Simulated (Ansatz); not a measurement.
Relaxing RbW2

Theory: DFT PBE, scalar-relativistic, plane waves, PAW in Ansatz. Cutoff 420 eV, Γ-centred k mesh, Gaussian smearing, no spin polarisation in the final step.

The start puts RbW2 on the AlB2 structure type (P6/mmm, No. 191), with Rb in place of Al, W in place of B, at a guessed volume.

```
Rb W
1.0
     4.18450    0.00000    0.00000
    -2.09225    3.62389    0.00000
     0.00000    0.00000    4.51815
Rb W
1 2
Cartesian
  0.0000 0.0000 0.0000
  0.0000 2.4159 2.2591
  2.0923 1.2080 2.2591
```

Cell and atoms relax at zero pressure; the relaxation can't lower the symmetry of the start. After a coarse first stage the cell is made exact in the group found at 0.06 Å.

The zero of energy is the elements' standard structures at the same level; no fitted shifts are applied.

Q: Which crystal results?

A: It keeps P6/mmm (No. 191), but not the shape of the type it started on. Conventional cell: a = 4.200 Å, c = 6.244 Å. Around Rb lie 12 W at 3.95 Å and 6 Rb at 4.20 Å; W has 3 W at 2.42 Å.

```cif
data_structure
_symmetry_space_group_name_H-M 'P6/mmm'
_symmetry_Int_Tables_number 191
_cell_length_a 4.2002
_cell_length_b 4.2002
_cell_length_c 6.2444
_cell_angle_alpha 90.000
_cell_angle_beta 90.000
_cell_angle_gamma 120.000
_cell_volume 95.40
loop_
_atom_site_label
_atom_site_type_symbol
_atom_site_symmetry_multiplicity
_atom_site_Wyckoff_symbol
_atom_site_fract_x
_atom_site_fract_y
_atom_site_fract_z
_atom_site_occupancy
Rb1 Rb 1 a 0.00000 0.00000 0.00000 1
W1 W 2 d 0.33333 0.66667 0.50000 1
```

Q: What are its volume, energy, density and gap?

A: The volume per atom is 31.80 Å³, the density is 7.89 g/cm³ and the energy over the elements is 1.96 eV/atom. The gap on the 12×12×8 mesh is 0 eV (a metal).

The final run used a 12×12×8 mesh on its 3-atom cell and 0.10 eV smearing. For metals, differences of a few meV/atom aren't resolved. Spin–orbit coupling is left out. Symmetry constrained the relaxation, so the result can be a saddle point.

Cost: 3 runs of about 1.1 core-minutes in all, on Arm Neoverse V2 (shared hosts).